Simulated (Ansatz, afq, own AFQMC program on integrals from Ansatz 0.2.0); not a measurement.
Atomization energy of CrCH$_{3}$, sextet

```xyz
5

Cr   -0.4772    0.0036    0.0028
C     1.5741   -0.0119   -0.0094
H     1.9449   -1.0425   -0.0066
H     1.9618    0.5034    0.8759
H     1.9511    0.4948   -0.9043
```

Connectivity, by distances: Cr–CH3.

Atoms in their ground-state spins without spin–orbit coupling (mostly on UHF) minus the molecule (UHF), without zero-point energy. The geometry is a stationary point, not shown to be a minimum.

Basis def2-SVP. Noble-gas cores (and the filled d shells of Ga–Kr and In–Xe) are frozen. Integrals, coupled cluster, full CI and functionals: Ansatz 0.2.0; the random walks run on the same integrals in our own AFQMC program. ph-AFQMC/CISD is guided by a CISD state made of CCSD amplitudes; releasing the constraint for a short imaginary time cuts its bias at the price of noise, slowly where states lie close. Uncertainties: one standard error, sampling alone. The metal's outer-core s and p shells are frozen, which shifts wave-function levels against functionals. The errors of all members are added in quadrature.

No full CI on the walks' own integrals is used here; CCSDT(Q) serves as the reference and is uncertain by about the last step of the cluster series. Each member takes its own surest rung, up to full CI.

The best estimate is CCSD(T) at the basis-set limit (CBS: def2-TZVPP and def2-QZVPP, with their diffuse functions for anions and beside diffuse sets, CCSD(T) itself extrapolated) plus the step from CCSD(T) to CCSDT(Q) in def2-SVP. Rows without CBS are in def2-SVP, the functionals in def2-TZVP; B2PLYP and the wave-function rows carry a basis error of their own. Core correlation and relativity beyond core potentials are missing, and ± holds the sampling alone.

Cautions: no relativity below Rb; outer-core shells of the metal frozen; CrCH₃ (sextet): strong correlation (T1 0.051, weight of the determinant 0.84, largest double 0.04), unrestricted determinant slightly spin contaminated (⟨S²⟩ 8.81 against 8.75), its ph-AFQMC/CISD value lies 32 ± 5 meV above CCSDT(Q).

| level | atomization energy (eV) |
| --- | --- |
| PBE | 15.550 |
| MP2 | 14.078 |
| HF | 10.950 |

**Question.** From these cheaper values, estimate the atomization energy at the level of the best estimate.

**Answer.** 15.267 eV (best estimate, highest rung CCSDT(Q)).

```json
{"level": "CCSD", "atomization energy (eV)": "14.291", "error against the best estimate (eV)": "-0.975"}
{"level": "CCSD(T)", "atomization energy (eV)": "14.437", "error against the best estimate (eV)": "-0.829"}
{"level": "CCSDT", "atomization energy (eV)": "14.455", "error against the best estimate (eV)": "-0.811"}
{"level": "CCSDT(Q)", "atomization energy (eV)": "14.470", "error against the best estimate (eV)": "-0.797"}
{"level": "ph-AFQMC/CISD", "atomization energy (eV)": "14.447 ± 0.005", "error against the best estimate (eV)": "-0.820 ± 0.005"}
{"level": "released AFQMC", "atomization energy (eV)": "14.452 ± 0.008", "error against the best estimate (eV)": "-0.814 ± 0.008"}
{"level": "HF/CBS", "atomization energy (eV)": "10.978", "error against the best estimate (eV)": "-4.289"}
{"level": "MP2/CBS", "atomization energy (eV)": "14.800", "error against the best estimate (eV)": "-0.466"}
{"level": "CCSD(T)/CBS", "atomization energy (eV)": "15.234", "error against the best estimate (eV)": "-0.033"}
{"level": "r2SCAN", "atomization energy (eV)": "15.309", "error against the best estimate (eV)": "0.042"}
{"level": "PBE0", "atomization energy (eV)": "15.191", "error against the best estimate (eV)": "-0.076"}
{"level": "B3LYP", "atomization energy (eV)": "15.328", "error against the best estimate (eV)": "0.061"}
{"level": "wB97M-V", "atomization energy (eV)": "15.291", "error against the best estimate (eV)": "0.024"}
{"level": "B2PLYP", "atomization energy (eV)": "15.108", "error against the best estimate (eV)": "-0.158"}
```

Correlation beyond CCSD(T) adds 0.033 eV. Going to the basis-set limit adds 0.797 eV at CCSD(T). The perturbative (T) step is worth +0.146 eV. Where the cautions show a poor determinant, the low rows tell how each method copes with it, not its usual error.

Best estimates are given only where the step beyond CCSD(T) is under 0.3 eV and no member's determinant is very poor (T1 over 0.05, or 0.07 for open shells, ⟨S²⟩ too high by 0.3, two states mixed), so the hardest cases are missing from such tables.

The functionals ran in a triple-zeta set and keep a basis error of their own, a few kJ/mol for each bond in atomization energies and more for double hybrids, so close places among them and the extrapolated levels can swap.

CCSDT and higher add their correlation energy to the determinant of the CCSD(T) run, since their own runs factorise the integrals more tightly (a shift of under 2 meV). Each member of a difference takes its own highest rung, so a best estimate needn't equal the limit plus the step of one row. A walk keeps the symmetry of its determinant, which the program's search chose and which needn't be the lowest solution, so a lower state of the same spin and another symmetry isn't excluded. Released energies are given only where the last usable release times agree within the noise; a slower fall can still hide under it.
